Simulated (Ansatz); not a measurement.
**C3H6, singlet: CASSCF and its corrections**

Computed with Ansatz's Gaussian-basis code (development build); CASPT2, NEVPT3, NEVPT4(SD) by development code. Basis cc-pVDZ, nonrelativistic, 3 orbitals frozen in the corrections. State-specific CASSCF; RHF is the lowest restricted (open-shell) Hartree–Fock solution met. No symmetry is imposed, so a solution can break that of the shape. The lowest solution met needn't be the lowest there is, nor hold the orbitals that a chemist would pick.

Geometry:

```tsv
atom	x (Å)	y (Å)	z (Å)
C	0.0000	-0.2220	-1.2791
C	0.0000	0.4612	-0.1301
H	0.0000	-1.3081	-1.2946
H	0.0000	0.2794	-2.2408
H	0.0000	1.5499	-0.1638
C	0.0000	-0.1644	1.2306
H	0.0000	-1.2551	1.1613
H	0.8804	0.1425	1.8046
H	-0.8804	0.1425	1.8046
```

Question: What do CASSCF and its corrections give against RHF in CAS(2,2), and what are the occupations?

Answer: CASSCF -0.742 eV, SC-NEVPT2 -11.453 eV, FIC-NEVPT2 -11.455 eV, NEVPT3 -12.441 eV, NEVPT4(SD) -12.793 eV, CASPT2 (IPEA 0) -11.445 eV; occupations 1.92, 0.08. The MRCI reference weight is 0.883.

Question: How do single-reference totals in the same basis and frozen core stand against SC-NEVPT2 in CAS(2,2)?

Answer: CCSD(T) -1.468 eV. Coupled cluster stands on the determinant that it favours, which can lie over the RHF solution above, and is in doubt where the occupations are far from 0, 1 and 2.

Question: Roughly how much CPU time does a whole run from the default start take (median of such runs, summed over threads; nearly all runs on one pinned thread of a shared server, mostly Xeon at 2.3 to 2.6 GHz, by a development driver)?

Answer: CAS(2,2): about 2 s. Other jobs ran beside these, and the count of passes differs.
